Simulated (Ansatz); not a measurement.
# SiOF+ (triplet): from Hartree-Fock to the top rungs, cc-pVDZ

One table from this session's results is given with a row withheld; the runs are named, their logs left out.

Program: Ansatz 0.2.0, Gaussian basis. Level of theory: cc-pVDZ, core rule «outside noble gas», up to 7 orbitals frozen. These are calculated values, not measurements.

The runs, in order: UHF; CCSD(T) on ROHF; CCSD(T) on UHF; BCCD(T) on ROHF; CISD; CCSDT(Q) on ROHF; CCSDT(Q) on UHF.

23 further runs of the same task are left out: 4 for a known fault of the program, 8 that didn't finish, 11 set aside as unsound or not needed.

## The system

The geometry is a PBE0/def2-TZVP stationary point (not a proven minimum) of the parent state, kept for this charge and spin.

3 atoms, charge 1, spin multiplicity 3.

Atoms are counted from 1 here; the program's logs count them from 0.

Bond lengths: F1–Si2 1.587 Å, Si2–O3 1.520 Å. Angles: F1–Si2–O3 126.9°.

Set-up of the first run:

The input, in.yaml:

```yaml
crystal:
  periodic: [false, false, false]
  atoms:
    - {symbol: F, position_ang: [0.000000, -0.279589, 1.346482]}
    - {symbol: Si, position_ang: [0.000000, 0.382864, -0.095161]}
    - {symbol: O, position_ang: [0.000000, -0.340087, -1.431827]}
basis:
  gaussian: {orbitals: cc-pVDZ}
total_charge: 1
magnetization: {spin_polarized: true, initial_magnetization: 2}
hamiltonian: {xc: hf}
output: {orbitals: {seedname: orbitals}}
```

Launch:

```console
$ ansatz run in.yaml --threads 1 --pin off --events-out ev --progress --plain --max-ram 2393MiB
```

Among the steps run: UHF; CCSD(T) on ROHF; CCSD(T) on UHF; BCCD(T) on ROHF; CISD; CCSDT(Q) on ROHF; CCSDT(Q) on UHF.

One of the session's tables, all rows but one given; the rest of the session is left out.

```
   method  from UCCSDT(Q) (meV)
     ROHF              +11296.6
      UHF              +11156.6
     RMP2                +744.5
     UMP2                +743.6
     CISD               +1189.9
    RCCSD                +312.9
    UCCSD                +309.8
 RCCSD(T)                 +60.4
 UCCSD(T)                 +59.7
  BCCD(T)                     ?
   RCCSDT                 +30.4
   UCCSDT                 +29.3
RCCSDT(Q)                  +7.9
UCCSDT(Q)                     0
```

**Question.** Estimate the row for BCCD(T).

As computed: from UCCSDT(Q) (meV): +55.3. In the column «from UCCSDT(Q) (meV)» it lies between RCCSDT (+30.4) and UCCSD(T) (+59.7).

To keep in mind: Restricted and unrestricted rows rest on different reference determinants; where their highest levels disagree by more than a few hundredths of an eV, they describe different states and don't form one ladder.
